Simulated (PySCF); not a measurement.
**Nuclear quadrupole coupling in `C=C[C@@H]1C[C@H]1[S-]`**

Species: C5H7S (charge -1).
SMILES with atom numbers: `[CH2:1]=[CH:2][C@@H:3]1[CH2:4][C@H:5]1[S-:6]` (hydrogens: H7, H8 on C1; H9 on C2; H10 on C3; H11, H12 on C4; H13 on C5)

Structure used (GFN2-xTB), in Å, numbered top down from 1:
```xyz
13
C5H7S angstrom
C      0.8539   -1.6136   -0.7097
C      0.9338   -0.8468    0.3824
C      0.0653    0.2593    0.7401
C     -1.3281    0.4222    0.1808
C     -0.2687    1.3602   -0.2959
S     -0.2372    3.0487    0.1486
H      0.0746   -1.4917   -1.4431
H      1.5807   -2.3841   -0.9155
H      1.7592   -1.0179    1.0687
H      0.2062    0.6369    1.7471
H     -2.0765    0.8162    0.8556
H     -1.6991   -0.3450   -0.4879
H      0.1315    1.1560   -1.2889
```

Field gradients from the PBE0/pcSseg-1 density (PySCF, non-relativistic), principal values in atomic units, ordered |Vxx| ≤ |Vyy| ≤ |Vzz|:

```tsv
atom	Vxx	Vyy	Vzz
S6	-1.2077	-1.5307	2.7384
```

Q: Find the asymmetry η = (Vxx − Vyy)/Vzz and the couplings χ = eQV/h (234.96 MHz × Q in barn × V in au), with Q(33S) = −0.0678 b.

A: 
| atom | environment | nucleus | η | χzz (MHz) | χxx (MHz) | χyy (MHz) |
| --- | --- | --- | --- | --- | --- | --- |
| S6 | thiolate sulfur | 33S | 0.12 | -43.62 | 19.24 | 24.38 |

The tensor is traceless: Vxx + Vyy + Vzz = 0.

Q: What is Vzz at S6 in SI units (1 au = 9.71736 × 10²¹ V/m²)?

A: 2.7384 au = 26.610 × 10²¹ V/m².

Q: What couplings would deuterons (Q(2H) = 0.00286 b) have in place of the hydrogens, at this geometry?

A: 
| atom | bonded to | bond length (Å) | Vzz (au) | η | χzz (kHz) |
| --- | --- | --- | --- | --- | --- |
| H7 | C1 | 1.077 | 0.3451 | 0.08 | 232 |
| H8 | C1 | 1.079 | 0.3445 | 0.08 | 232 |
| H9 | C2 | 1.087 | 0.3215 | 0.05 | 216 |
| H10 | C3 | 1.085 | 0.3209 | 0.11 | 216 |
| H11 | C4 | 1.082 | 0.3306 | 0.08 | 222 |
| H12 | C4 | 1.083 | 0.3324 | 0.08 | 223 |
| H13 | C5 | 1.090 | 0.3177 | 0.05 | 214 |

Geometry: GFN2-xTB, one conformer, isolated ion. The pcSseg-1 basis has no diffuse functions, a weakness for an anion. The HOMO energy is positive at this level (+0.29 eV), so the outermost electrons may be held by the finite basis alone. GFN2-xTB bond lengths can be off by several hundredths of an ångström, more for odd bonds, and the gradients follow them. These gradients aren't converged with respect to the basis.
